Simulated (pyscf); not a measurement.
A first-order saddle from PySCF, ωB97X-D3(BJ)/def2-SVP:

```
Ti
O 1 1.6990
H 2 1.1892 1 79.27
N 3 1.4014 2 138.08 1 0.28
H 4 1.0179 3 119.41 2 110.17
H 4 1.0180 5 109.37 3 -143.25
O 1 1.7954 2 115.06 3 111.14
H 7 0.9624 1 130.51 2 -1.63
O 1 1.7956 2 115.12 3 -111.75
H 9 0.9624 1 130.49 2 1.35
```
Charge 0, spin multiplicity 1.

Surface: singlet, charge 0. Lowest wavenumbers (cm⁻¹): 1537i, 122, 166, 200, 213.

### Question
What reaction is this the transition state of?

### Answer
`[O]=[Ti]([OH])[OH]` + `[NH3]` <-> `[NH2][Ti]([OH])([OH])[OH]`, an addition across a multiple bond or ene-type step read from left to right: H–N broken and H–O, N–Ti formed. At ωB97M-D3(BJ)/def2-TZVP it lies -8.2 kcal/mol from the left side and +26.4 kcal/mol from the right (each side as separated species at their lowest minima found). On the reactant side the descent ends in an adduct with a N–Ti contact, 39.7 kcal/mol under the separated species and 29.8 kcal/mol under the saddle at ωB97X-D3(BJ)/def2-TZVP. At ωB97M-D3(BJ) the saddle lies under the separated reactants, which points to a path from their complex (located at ωB97X-D3(BJ) alone). What is counted as formed (N–Ti) is already present as a longer contact in the reactant adduct; forming that adduct is a step of its own. At the saddle there is also a short H–Ti contact that neither side keeps. One saddle was located; it need not be the lowest between these sides.
